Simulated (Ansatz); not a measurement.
# CHOSi: the cost of one run

Program: Ansatz 0.2.0, Gaussian basis. Level of theory: def2-TZVPP, core rule «outside noble gas», up to 7 orbitals frozen. These are calculated values, not measurements.

Plan: UHF; ROHF; CCSD(T) on UHF.

### 1 The system

The geometry is a PBE0/def2-TZVP stationary point (not a proven minimum) of the parent state, kept for this charge and spin.

4 atoms, charge 0, spin multiplicity 2.

Atoms are counted from 1 here; the program's logs count them from 0.

Bond lengths: C1–O2 1.268 Å, O2–Si3 1.699 Å, Si3–H4 1.496 Å. Angles: C1–O2–Si3 139.4°, O2–Si3–H4 117.6°.

### 2 UHF

File in.yaml:

```yaml
crystal:
  periodic: [false, false, false]
  atoms:
    - {symbol: C, position_ang: [0.000000, 0.333035, 1.722367]}
    - {symbol: O, position_ang: [0.000000, -0.312160, 0.630489]}
    - {symbol: Si, position_ang: [0.000000, -0.015246, -1.042169]}
    - {symbol: H, position_ang: [0.000000, 1.411369, -1.492570]}
basis:
  gaussian: {orbitals: def2-TZVPP}
magnetization: {spin_polarized: true, initial_magnetization: 1}
hamiltonian: {xc: hf}
output: {orbitals: {seedname: orbitals}}
```

The run is started by

```bash
$ ansatz run in.yaml --threads 1 --pin off --events-out ev --progress --plain --max-ram 4096MiB --backend cpu
```

**Question.** How long does this run take on 1 thread of AMD EPYC 7R13, shared host, and how much memory does it need?

About 16 s, with a peak of 0.28 GiB.
